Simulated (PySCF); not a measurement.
## Working out the ionisation energy of F

F [He] 2s2 2p5 (2P) → F⁺ [He] 2s2 2p4 (3P). Computed with PySCF 2.14 in x2c-TZVPall, with the spin-free X2C one-electron Hamiltonian (Gaussian nucleus). Frozen: 1s2. Energies in hartree (1 hartree = 27.21139 eV):

```tsv
part	F (lower)	F⁺ (upper)
UHF	-99.498859	-98.924060
CCSD correlation	-0.210004	-0.156640
(T)	-0.003440	-0.001904
```

**Question.** What does Hartree-Fock give?

**Answer.** (-98.924060) − (-99.498859) = 0.574799 hartree = 15.641 eV.

**Question.** What do CCSD and CCSD(T) give?

**Answer.** The CCSD correlation energies differ by 0.053364 hartree = 1.452 eV and the triples by 0.001536 hartree = 0.042 eV, so CCSD gives 17.093 eV and CCSD(T) 17.135 eV.

Measured between the centres of the two terms (NIST): 17.427 eV, so CCSD(T) (valence) is off by -0.292 eV.

What remains against the reference includes basis incompleteness, the frozen core and higher excitations.
